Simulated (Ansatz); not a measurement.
Ansatz (an electronic-structure program) input (BHLYP/def2-TZVPD):

Ansatz 0.2 input:
```yaml
crystal:
  periodic: [false, false, false]
  atoms:
    - {symbol: C, position_ang: [1.25811390, -0.39527654, -0.00165926]}
    - {symbol: C, position_ang: [0.11989565, 0.60015541, -0.00836938]}
    - {symbol: N, position_ang: [-1.22240368, -0.12486235, 0.00816391]}
    - {symbol: H, position_ang: [2.20053556, 0.15158906, -0.01375427]}
    - {symbol: H, position_ang: [1.24981792, -1.01581769, 0.89610031]}
    - {symbol: H, position_ang: [1.24027555, -1.03872164, -0.88300628]}
    - {symbol: H, position_ang: [0.11163414, 1.22156711, -0.90196144]}
    - {symbol: H, position_ang: [0.12113265, 1.24436577, 0.86896693]}
    - {symbol: H, position_ang: [-1.30874728, -0.71355094, 0.84090172]}
    - {symbol: H, position_ang: [-1.31759220, -0.73478083, -0.80816955]}
    - {symbol: H, position_ang: [-2.00828788, 0.53011236, 0.00394702]}
basis:
  gaussian:
    orbitals: def2-TZVPD
hamiltonian:
  xc: {name: BHLYP}
total_charge: 1
output: {forces: true}
```

Output:

```
Functional definition: BHLYP
integrals: 0.07 GiB planned
1059 factors; their error is unknown
mean field: 0.84 GiB planned
mean field evaluation 1: about -3676.7247 eV, gradient 7.1e1 eV
mean field evaluation 2: about -3679.1647 eV, gradient 6.1e1 eV
mean field evaluation 4: about -3687.1682 eV, gradient 1.8e0 eV
mean field evaluation 8: about -3687.1763 eV, gradient 6.8e-2 eV
mean field evaluation 16: about -3687.1689 eV, gradient 5.3e-5 eV
mean field -3687.16891216 eV, -135.5009582689 hartree, gradient 5.3e-5 eV, S^2 0.000000; 0 other end points of the search recorded, 0 dependent functions left out
the calculation of the forces begins
reference -3687.16905835 eV, -135.5009636414 hartree; 13, 13 occupied and 170, 170 virtual orbitals, 1059 factors
Total energy: -3687.16905835 eV, -135.5009636414 hartree
Atom 0 at     1.258114    -0.395277    -0.001659 Å, force     0.050298    -0.014228    -0.000087 eV/Å
Atom 1 at     0.119896     0.600155    -0.008369 Å, force    -0.146039     0.012104     0.000627 eV/Å
Atom 2 at    -1.222404    -0.124862     0.008164 Å, force    -0.024449    -0.061016     0.000917 eV/Å
Atom 3 at     2.200536     0.151589    -0.013754 Å, force    -0.227559    -0.115561     0.002708 eV/Å
Atom 4 at     1.249818    -1.015818     0.896100 Å, force    -0.013033     0.140146    -0.206433 eV/Å
Atom 5 at     1.240276    -1.038722    -0.883006 Å, force    -0.010837     0.145415     0.202885 eV/Å
Atom 6 at     0.111634     1.221567    -0.901961 Å, force     0.001347    -0.160639     0.216660 eV/Å
Atom 7 at     0.121133     1.244366     0.868967 Å, force    -0.000954    -0.166163    -0.212455 eV/Å
Atom 8 at    -1.308747    -0.713551     0.840902 Å, force     0.029057     0.230459    -0.319192 eV/Å
Atom 9 at    -1.317592    -0.734781    -0.808170 Å, force     0.032447     0.238595     0.312823 eV/Å
Atom 10 at    -2.008288     0.530112     0.003947 Å, force     0.309721    -0.249112     0.001546 eV/Å
Dipole moment:    -0.794835    -0.051071     0.004921 e Å
```

It need not be the lowest isomer of its formula.
